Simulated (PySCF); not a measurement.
Spectra and structures to be paired. Method used: PySCF 2.14.0, density-fitted response routines, TDDFT CAM-B3LYP/def2-SVPD, vertical, gas phase, core orbitals frozen in the response. Geometries: PBE0-D3(BJ)/def2-SVP; one conformer of each isolated species. Triplets are in the Tamm–Dancoff approximation.

A. `COc1ccccc1CO`
B. `C=C/C=C/OC(F)F`
C. `CCC(F)(F)F`
D. `CPC[P@](C)(=O)CO`
E. `O=C(O)CC(=O)O`

Lowest singlet levels (six at most, fewer where fewer were computed) with oscillator strengths:

1. 127 nm (f 0.001); 125 nm (f 0.007); 117 nm (f 0.010); 115 nm (f 0.119); 114 nm (f 0.103); 110 nm (f 0.064); T1 9.49 eV
2. 238 nm (f 0.030); 211 nm (f 0.055); 192 nm (f 0.005); 183 nm (f 0.124); 183 nm (f 0.091); 181 nm (f 0.595); T1 3.97 eV
3. 195 nm (f 0.046); 192 nm (f 0.071); 176 nm (f 0.002); 173 nm (f 0.099); 168 nm (f 0.020); 166 nm (f 0.039); T1 5.36 eV
4. 216 nm (f 0.727); 190 nm (f 0.001); 187 nm (f 0.015); 176 nm (f 0.005); 173 nm (f 0.044); 160 nm (f 0.008); T1 3.16 eV
5. 211 nm (f 0.000); 209 nm (f 0.000); 160 nm (f 0.033); 159 nm (f 0.039); 159 nm (f 0.011); 158 nm (f 0.029); T1 5.39 eV

Question: Which spectrum belongs to which structure?

Answer: 1 = C, 2 = A, 3 = D, 4 = B, 5 = E.
- A: S1 at 5.22 eV, HOMO→LUMO (65%), HOMO-1→LUMO+1 (18%), HOMO→LUMO+1 (9%); Löwdin shares by element: HOMO carbon 48% or more, oxygen 17% or more (atoms not listed hold the other 34%); LUMO carbon 65% or more (atoms not listed hold the other 35%); HOMO -7.86 and LUMO 0.65 eV.
- B: S1 at 5.73 eV, HOMO→LUMO (97%); Löwdin shares by element: HOMO carbon 79% or more (atoms not listed hold the other 21%); LUMO carbon 78% or more (atoms not listed hold the other 22%); HOMO -7.96 and LUMO 0.15 eV.
- C: S1 at 9.80 eV, HOMO-1→LUMO (93%); Löwdin shares by element: HOMO (one of a set within 0.03 eV) carbon 52%, hydrogen 11% or more (atoms not listed hold the other 36%); LUMO carbon 50%, hydrogen 10% or more (atoms not listed hold the other 40%); HOMO -11.86 and LUMO 1.22 eV.
- D: S1 at 6.35 eV, HOMO→LUMO (69%), HOMO→LUMO+2 (15%); Löwdin shares by element: HOMO phosphorus 56% or more, carbon 20% or more, hydrogen 7% or more (atoms not listed hold the other 17%); LUMO carbon 26% or more, hydrogen 20% or more (atoms not listed hold the other 54%); HOMO -8.36 and LUMO 0.85 eV.
- E: S1 at 5.88 eV, HOMO→LUMO (42%), HOMO-1→LUMO+2 (18%), HOMO→LUMO+2 (15%); Löwdin shares by element: HOMO oxygen 76% or more, carbon 9% or more (atoms not listed hold the other 15%); LUMO carbon 37% or more, oxygen 26% or more (atoms not listed hold the other 37%); HOMO -10.06 and LUMO 0.69 eV.
B and E have S1 within 0.15 eV of each other; their strongest listed levels stand at 5.73 eV (f 0.727) and 7.78 eV (f 0.039).
